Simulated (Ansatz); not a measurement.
# BH− (quartet): the correlation ladder at distance B1–H2 = 0.977 Å, aug-cc-pVTZ

Aim: climb from Hartree-Fock through coupled cluster and multireference methods for BH− (quartet) at one geometry and basis, and see what each rung misses.

Computed with Ansatz 0.2.0, Gaussian basis. Level: aug-cc-pVTZ, correlated electrons: outside noble gas.

The runs, in order: UHF; CCSD(T) on ROHF; CCSD(T) on UHF; BCCD(T) on ROHF; CCSDT(Q) on ROHF; CCSDT(Q) on UHF; CASSCF and MRCISD+Q, 5 electrons in 5 orbitals; CASSCF and NEVPT2, 5 electrons in 5 orbitals.

### 1 The system

The geometry derives from a PBE0/def2-TZVPD stationary point (not a proven minimum). One bond is set to the value named and the two fragments are kept rigid.

2 atoms, charge -1, spin multiplicity 4.

Atoms are counted from 1 here; the program's logs count them from 0.

Bond lengths: B1–H2 0.977 Å.

As a file:

```xyz
2

B     0.00000    0.00000    0.00000
H     0.00000    0.00000    0.97700
```

In the tables R marks a restricted open-shell determinant and U an unrestricted one; 'valence' is the active space of 5 electrons in 5 orbitals; correlation energies count from the lowest restricted Hartree-Fock solution.

### 2 UHF

Input file in.yaml:

```yaml
crystal:
  periodic: [false, false, false]
  atoms:
    - {symbol: B, position_ang: [0.000000, 0.000000, 0.000000]}
    - {symbol: H, position_ang: [0.000000, 0.000000, 0.977000]}
basis:
  gaussian: {orbitals: aug-cc-pVTZ}
total_charge: -1
magnetization: {spin_polarized: true, initial_magnetization: 3}
hamiltonian: {xc: hf}
output: {orbitals: {seedname: orbitals}}
```

On the command line:

```sh
$ ansatz run in.yaml --threads 1 --pin off --events-out ev --progress --plain --max-ram 2816MiB --backend cpu
```

Further steps of the session: CCSD(T) on ROHF; CCSD(T) on UHF; BCCD(T) on ROHF; CCSDT(Q) on ROHF; CCSDT(Q) on UHF; CASSCF and MRCISD+Q, 5 electrons in 5 orbitals; CASSCF and NEVPT2, 5 electrons in 5 orbitals.

**Question.** What will the summary of the whole plan be? Wanted: correlation energy, UCCSDT(Q); RMP2 from UCCSDT(Q); UMP2 from UCCSDT(Q); RCCSD from UCCSDT(Q); RCCSD(T) from UCCSDT(Q); UCCSD(T) from UCCSDT(Q); RCCSDT(Q) from UCCSDT(Q); NEVPT2 valence from UCCSDT(Q); MRCISD+Q valence from UCCSDT(Q).

The runs gave:

| quantity | value |
| --- | --- |
| correlation energy, UCCSDT(Q) | -2.3929 eV |
| RMP2 from UCCSDT(Q) | +11.21 kcal/mol |
| UMP2 from UCCSDT(Q) | +11.24 kcal/mol |
| RCCSD from UCCSDT(Q) | +2.15 kcal/mol |
| RCCSD(T) from UCCSDT(Q) | +0.46 kcal/mol |
| UCCSD(T) from UCCSDT(Q) | +0.45 kcal/mol |
| RCCSDT(Q) from UCCSDT(Q) | +0.02 kcal/mol |
| NEVPT2 valence from UCCSDT(Q) | +14.89 kcal/mol |
| MRCISD+Q valence from UCCSDT(Q) | +0.56 kcal/mol |
| levels of the table within 1 kcal/mol (43 meV) | RCCSD(T), UCCSD(T), BCCD(T), RCCSDT, UCCSDT, RCCSDT(Q), MRCISD+Q valence |
| T1 diagnostic | 0.020 |
| effectively unpaired electrons | 3.00 |

What this shows: RCCSD(T) lands +0.46 kcal/mol from the yardstick (0.8 % of the correlation energy). One determinant dominates. Of the multireference levels listed MRCISD+Q valence comes nearest in total energy (+0.56 kcal/mol), which doesn't show that its space is the better one. These misses are within one basis, not against nature; the frozen cores of restricted and unrestricted runs differ, which can shift their rows.
